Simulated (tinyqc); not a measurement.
Worked calculation (part 3 of 3): UKS/PBE in the sto-6g basis, for BH2, spin multiplicity 2. Computed by tinyqc, a small Python program that keeps every step (integrals from PySCF). Command: `OMP_NUM_THREADS=1 python tinyqc.py 26931 26932 out.jsonl` (the two numbers bound the seeds that draw the settings). One thread of a shared host (Intel(R) Xeon(R) Processor @ 2.60GHz), about 5 s of CPU time with the checks.

Geometry (angstrom):

| atom | x | y | z |
|---|---|---|---|
| B | 0.000000 | 0.000000 | 0.000000 |
| H | 0.000000 | 1.391000 | 0.770000 |
| H | 0.000000 | -1.477000 | 0.817000 |

## Iteration 12 (converged): orbitals

converged F(alpha) (hartree):
```
            1B 1s      1B 2s     1B 2px     1B 2py     1B 2pz      2H 1s      3H 1s
1B 1s   -6.401938  -1.848426   0.000000  -0.000384   0.000428  -0.196242  -0.156870
1B 2s   -1.848426  -0.784373   0.000000  -0.005269   0.005452  -0.217222  -0.185899
1B 2px   0.000000   0.000000  -0.018177   0.000000   0.000000   0.000000   0.000000
1B 2py  -0.000384  -0.005269   0.000000  -0.039386  -0.002713  -0.143833   0.127812
1B 2pz   0.000428   0.005452   0.000000  -0.002713  -0.043525  -0.079554  -0.071079
2H 1s   -0.196242  -0.217222   0.000000  -0.143833  -0.079554  -0.150976  -0.024657
3H 1s   -0.156870  -0.185899   0.000000   0.127812  -0.071079  -0.024657  -0.135603
```

converged F(beta) (hartree):
```
            1B 1s      1B 2s    1B 2px     1B 2py     1B 2pz      2H 1s      3H 1s
1B 1s   -6.387744  -1.841422  0.000000  -0.000339  -0.006059  -0.195739  -0.156475
1B 2s   -1.841422  -0.734173  0.000000  -0.004986  -0.051350  -0.212162  -0.181526
1B 2px   0.000000   0.000000  0.017091   0.000000   0.000000   0.000000   0.000000
1B 2py  -0.000339  -0.004986  0.000000  -0.013527  -0.002291  -0.140613   0.124818
1B 2pz  -0.006059  -0.051350  0.000000  -0.002291   0.045979  -0.080704  -0.071836
2H 1s   -0.195739  -0.212162  0.000000  -0.140613  -0.080704  -0.136035  -0.024263
3H 1s   -0.156475  -0.181526  0.000000   0.124818  -0.071836  -0.024263  -0.117418
```

X:
```
                1          2          3         4          5          6         7
1B 1s   -0.423007   0.153821   0.696131  0.000000  -0.557243  -0.061059  0.283814
1B 2s    0.896893  -0.251697  -0.284117  0.000000  -0.260040  -0.085930  0.508017
1B 2px   0.000000   0.000000   0.000000  1.000000   0.000000   0.000000  0.000000
1B 2py   0.276873   0.864415  -0.015301  0.000000  -0.003796   0.604580  0.088835
1B 2pz   0.376933  -0.090771   0.659006  0.000000   0.656624  -0.028165  0.208108
2H 1s   -0.788285  -0.477829  -0.251454  0.000000   0.206537   0.354899  0.420017
3H 1s   -0.371249   0.783761  -0.287967  0.000000   0.232006  -0.469301  0.289637
```

Diagonalise F' = X^T F X, C = X C', fill 4 alpha and 3 beta electrons from the bottom; D(s) = C_occ C_occ^T. Each column has its largest component positive (the first on a tie).

F' = X^T F X (alpha) (hartree):
```
           1          2          3          4          5          6          7
1  -0.155133   0.158036   0.858191   0.000000  -0.752931  -0.085479   0.512215
2   0.158036   0.123060  -0.360712   0.000000   0.331066   0.092672  -0.218995
3   0.858191  -0.360712  -2.355915   0.000000   2.362008   0.315130  -1.621384
4   0.000000   0.000000   0.000000  -0.018177   0.000000   0.000000   0.000000
5  -0.752931   0.331066   2.362008   0.000000  -2.525438  -0.336572   1.745538
6  -0.085479   0.092672   0.315130   0.000000  -0.336572  -0.240229   0.246971
7   0.512215  -0.218995  -1.621384   0.000000   1.745538   0.246971  -1.543345
```

orbital energies (alpha) (hartree): MO1 -6.406281, MO2 -0.321997, MO3 -0.200340, MO4 -0.101256, MO5 -0.018177, MO6 0.130211, MO7 0.202663

coefficients C (alpha):
```
              MO1        MO2        MO3        MO4       MO5        MO6        MO7
1B 1s    0.992088  -0.241376  -0.020067   0.127963  0.000000   0.144484  -0.042881
1B 2s    0.029494   0.775242   0.076058  -0.506785  0.000000  -0.615449   0.195737
1B 2px   0.000000   0.000000   0.000000   0.000000  1.000000   0.000000   0.000000
1B 2py   0.000400   0.031993  -0.487403  -0.001998  0.000000   0.236406   0.950291
1B 2pz   0.001352   0.038854  -0.015288   0.743137  0.000000  -0.688298   0.179197
2H 1s   -0.005276   0.330126  -0.477574   0.320737  0.000000   0.475080  -0.769615
3H 1s   -0.004615   0.259721   0.519179   0.356956  0.000000   0.749243   0.408886
```

F' = X^T F X (beta) (hartree):
```
           1          2          3         4          5          6          7
1  -0.136427   0.160255   0.846320  0.000000  -0.766523  -0.082998   0.512656
2   0.160255   0.150592  -0.356865  0.000000   0.336697   0.097241  -0.217634
3   0.846320  -0.356865  -2.289286  0.000000   2.416895   0.318218  -1.635091
4   0.000000   0.000000   0.000000  0.017091   0.000000   0.000000   0.000000
5  -0.766523   0.336697   2.416895  0.000000  -2.453050  -0.334240   1.732135
6  -0.082998   0.097241   0.318218  0.000000  -0.334240  -0.221669   0.246920
7   0.512656  -0.217634  -1.635091  0.000000   1.732135   0.246920  -1.528197
```

orbital energies (beta) (hartree): MO1 -6.391903, MO2 -0.296055, MO3 -0.182845, MO4 0.003854, MO5 0.017091, MO6 0.157605, MO7 0.231306

coefficients C (beta):
```
              MO1        MO2        MO3        MO4       MO5        MO6        MO7
1B 1s    0.992292  -0.224242  -0.020598  -0.181131  0.000000  -0.112098  -0.035566
1B 2s    0.028790   0.711598   0.076389   0.705537  0.000000   0.493052   0.166303
1B 2px   0.000000   0.000000   0.000000   0.000000  1.000000   0.000000   0.000000
1B 2py   0.000391   0.036048  -0.478188  -0.020429  0.000000  -0.213189   0.960052
1B 2pz   0.002592   0.160218   0.011623  -0.605036  0.000000   0.797379   0.179361
2H 1s   -0.005296   0.365545  -0.473827  -0.377892  0.000000  -0.443827  -0.748344
3H 1s   -0.004635   0.279867   0.533223  -0.412056  0.000000  -0.692011   0.426203
```

D(alpha) after iteration 12:
```
            1B 1s      1B 2s    1B 2px     1B 2py     1B 2pz      2H 1s      3H 1s
1B 1s    1.059277  -0.224240  0.000000   0.002200   0.087364  -0.034293  -0.032010
1B 2s   -0.224240   0.864486  0.000000  -0.011244  -0.347612   0.056904   0.059798
1B 2px   0.000000   0.000000  0.000000   0.000000   0.000000   0.000000   0.000000
1B 2py   0.002200  -0.011244  0.000000   0.238589   0.007210   0.242690  -0.245455
1B 2pz   0.087364  -0.347612  0.000000   0.007210   0.553998   0.258472   0.267414
2H 1s   -0.034293   0.056904  0.000000   0.242690   0.258472   0.439960  -0.047693
3H 1s   -0.032010   0.059798  0.000000  -0.245455   0.267414  -0.047693   0.464440
```

D(beta) after iteration 12:
```
            1B 1s      1B 2s    1B 2px     1B 2py     1B 2pz      2H 1s      3H 1s
1B 1s    1.035352  -0.132576  0.000000   0.002154  -0.033595  -0.077466  -0.078340
1B 2s   -0.132576   0.513036  0.000000  -0.010865   0.114974   0.223774   0.239752
1B 2px   0.000000   0.000000  0.000000   0.000000   0.000000   0.000000   0.000000
1B 2py   0.002154  -0.010865  0.000000   0.229963   0.000218   0.239753  -0.244894
1B 2pz  -0.033595   0.114974  0.000000   0.000218   0.025812   0.053046   0.051026
2H 1s   -0.077466   0.223774  0.000000   0.239753   0.053046   0.358163  -0.150327
3H 1s   -0.078340   0.239752  0.000000  -0.244894   0.051026  -0.150327   0.362673
```

## Convergence

Stop when the energy changes by less than 1e-10 hartree and every element of the error matrix X^T (F D S - S D F) X (for each spin) is below 3e-06.

Course of the cycle:

| iteration | E (hartree) | change | largest element of the error matrix |
|---|---|---|---|
| 1 | -25.61822891 | - | 1.50e-01 |
| 2 | -25.65211532 | -3.39e-02 | 6.05e-02 |
| 3 | -25.64698444 | 5.13e-03 | 8.11e-02 |
| 4 | -25.67146413 | -2.45e-02 | 4.45e-03 |
| 5 | -25.67150664 | -4.25e-05 | 2.66e-03 |
| 6 | -25.67154132 | -3.47e-05 | 3.20e-04 |
| 7 | -25.67154183 | -5.13e-07 | 5.14e-05 |
| 8 | -25.67154187 | -3.49e-08 | 2.64e-05 |
| 9 | -25.67154187 | -3.84e-09 | 2.58e-05 |
| 10 | -25.67154187 | -2.05e-09 | 7.42e-06 |
| 11 | -25.67154188 | -1.46e-10 | 4.12e-06 |
| 12 | -25.67154188 | -7.55e-11 | 6.51e-07 |

PySCF UKS in the same basis, fine grid, after a stability check = -25.67153855 hartree

Converged in 12 iterations. The coarse grid moves the energy by -3.33e-06 hartree.

## Populations, bond orders and dipole

overlap S:
```
           1B 1s     1B 2s    1B 2px     1B 2py    1B 2pz     2H 1s      3H 1s
1B 1s   1.000000  0.264891  0.000000   0.000000  0.000000  0.027882   0.022276
1B 2s   0.264891  1.000000  0.000000   0.000000  0.000000  0.294079   0.257861
1B 2px  0.000000  0.000000  1.000000   0.000000  0.000000  0.000000   0.000000
1B 2py  0.000000  0.000000  0.000000   1.000000  0.000000  0.297815  -0.266822
1B 2pz  0.000000  0.000000  0.000000   0.000000  1.000000  0.164858   0.147592
2H 1s   0.027882  0.294079  0.000000   0.297815  0.164858  1.000000   0.027459
3H 1s   0.022276  0.257861  0.000000  -0.266822  0.147592  0.027459   1.000000
```

Mulliken: Z minus the diagonal of D S on the atom; Loewdin: the same with S^(1/2) D S^(1/2); Mayer order: 2 sum_s sum (D(s) S)_ij (D(s) S)_ji over the two atoms.

Charges (e):

| atom | Mulliken | Loewdin | Mulliken spin |
|---|---|---|---|
| 1B | 0.141441 | 0.142127 | 0.837213 |
| 2H | -0.067146 | -0.067445 | 0.071486 |
| 3H | -0.074295 | -0.074682 | 0.091301 |

Mayer bond orders:

| pair | order |
|---|---|
| 2-1 | 0.947396 |
| 3-1 | 0.943160 |
| 3-2 | 0.042985 |

dipole moment about the origin, x y z (debye): 0.000000  0.110408  -0.281563

<S^2> of the determinant (pure state: 0.75) = 0.750781
